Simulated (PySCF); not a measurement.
Compound: cyclobutylamine, C4H9N.
Atom-mapped SMILES: `[NH2:1][CH:2]1[CH2:3][CH2:4][CH2:5]1` (hydrogens: H6, H7 on N1; H8 on C2; H9, H10 on C3; H11, H12 on C4; H13, H14 on C5)

The calculation used PBE0-D3(BJ)/def2-TZVP geometry optimisation, gas phase (PySCF 2.14.0).

(1) What internal coordinates does the optimisation give?

Results:

(1) 
```json
{"bond": "N1–C2", "length (Å)": "1.438", "order": "single"}
{"bond": "C2–C3", "length (Å)": "1.536", "order": "single"}
{"bond": "C3–C4, C4–C5", "length (Å)": "1.540", "order": "single"}
{"bond": "C2–C5", "length (Å)": "1.550", "order": "single"}
{"bond": "N1–H6, N1–H7", "length (Å)": "1.013", "order": "single"}
{"bond": "C2–H8", "length (Å)": "1.095", "order": "single"}
{"bond": "C3–H9, C5–H13", "length (Å)": "1.091", "order": "single"}
{"bond": "C3–H10, C5–H14", "length (Å)": "1.094", "order": "single"}
{"bond": "C4–H11", "length (Å)": "1.090", "order": "single"}
{"bond": "C4–H12", "length (Å)": "1.092", "order": "single"}
```

Bonds in one row agree within 0.01 Å and their mean is given. Orders are formal, as drawn. A selection of angles:
```json
{"angle": "C2–N1–H6", "degrees": "110.6"}
{"angle": "H6–N1–H7", "degrees": "107.4"}
{"angle": "N1–C2–C3", "degrees": "117.4"}
{"angle": "N1–C2–C5", "degrees": "123.3"}
{"angle": "N1–C2–H8", "degrees": "108.1"}
{"angle": "C3–C2–C5", "degrees": "88.0"}
{"angle": "C3–C2–H8", "degrees": "109.3"}
{"angle": "C2–C3–C4", "degrees": "88.3"}
{"angle": "C2–C3–H9", "degrees": "118.3"}
{"angle": "C2–C3–H10", "degrees": "110.0"}
{"angle": "C4–C3–H9", "degrees": "119.3"}
{"angle": "C4–C3–H10", "degrees": "110.9"}
{"angle": "H9–C3–H10", "degrees": "108.7"}
{"angle": "C3–C4–C5", "degrees": "88.2"}
{"angle": "C3–C4–H11", "degrees": "117.8"}
{"angle": "C3–C4–H12", "degrees": "111.6"}
{"angle": "H11–C4–H12", "degrees": "108.6"}
{"angle": "C2–C5–H13", "degrees": "118.6"}
```

Torsions: N1–C2–C3–C4 147° (anticlinal); C2–C3–C4–C5 -21° (synperiplanar); C3–C4–C5–C2 21° (synperiplanar); N1–C2–C5–C4 -143° (anticlinal). The mirror-image conformer, all signs reversed, is as good.

The 4-membered ring C2–C3–C4–C5 has internal angles of 87.8° to 88.3°; it is puckered, 0.14 Å rms from its mean plane, widest ring torsion 21°. N1 (primary amine nitrogen) is pyramidal (angles 111.4°, 110.6° and 107.4°, sum 329.4°, 0.37 Å off the plane of its three neighbours).

Not checked by PBE0-D3(BJ)/def2-TZVP frequencies. The numbers are those of one conformer (H–N1–C2–C3 -61° and 180°, N1–C2–C3–C4 147°, C2–C3–C4–C5 -21°, C3–C4–C5–C2 21°, N1–C2–C5–C4 -143°).
